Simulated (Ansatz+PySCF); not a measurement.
doublet H₃O: levels of theory in one basis

```yaml
atoms:
  - { symbol: O, position_ang: [0.0000, 0.0000, -0.1085] }
  - { symbol: H, position_ang: [0.0000, 0.0000, 0.8679] }
  - { symbol: H, position_ang: [30.0000, 0.0000, -1.3696] }
  - { symbol: H, position_ang: [30.0000, 0.0000, 1.3696] }
```

Basis set: 6-31G (spherical functions). Left uncorrelated: 1 orbital. Correlation on ROHF uses semicanonical orbitals with singles. Charge 0, multiplicity 2.

Computed with Ansatz (development build ahead of 0.2.0); each method stands on the lowest determinant of its kind that the runs found. NEVPT2 correlates all electrons. Active spaces start from the frontier orbitals, and the lowest solution found is given.

| method | E − E(ROHF) (eV) | <S²> of the determinant |
| --- | --- | --- |
| ROHF | 0.00 | 0.75 |
| UHF | -4.44 | 1.74 |
| ROHF-MP2 | -4.78 | – |
| UHF-MP2 | -6.85 | 1.74 |
| ROHF-CCSD | -7.16 | – |
| ROHF-CCSD(T) | -7.17 | – |
| full CI (lowest root of this spin) | -7.18 | – |
| CASSCF(5,5) | -5.14 | – |
| CASSCF(3,3) | -4.45 | – |
| SC-NEVPT2(3,3) | -6.91 | – |

Q: What does SC-NEVPT2(5,5) give on the same scale?

A: -7.02 eV. NEVPT2 here correlates all electrons, so it doesn't share the others' frozen core.

At such a shape the full CI root can have another spatial symmetry than the determinants, so the rows needn't describe one state.

Q: Is a single determinant a sound starting point here?

A: It is doubtful. Unrestricted orbitals lower Hartree–Fock by 4.44 eV and <S²> is 1.74 where a pure state has 0.75, a sign of strong static correlation. The CASSCF(5,5) natural occupations are 1.97, 1.21, 1.00, 0.79, 0.03. The CASSCF(3,3) natural occupations are 1.21, 1.00, 0.79.

Caution for ROHF, ROHF-MP2, ROHF-CCSD, ROHF-CCSD(T): an unrestricted determinant lies well below. Caution for UHF, UHF-MP2: the unrestricted determinant is a mixture of spin states. Caution for ROHF-MP2, UHF-MP2, ROHF-CCSD: large amplitudes, a single reference is doubtful. Caution for ROHF-CCSD(T): very large amplitudes, the method is breaking down; the amplitudes may be one of several solutions. Caution for CASSCF(5,5), CASSCF(3,3): other starts end on other solutions of this active space.
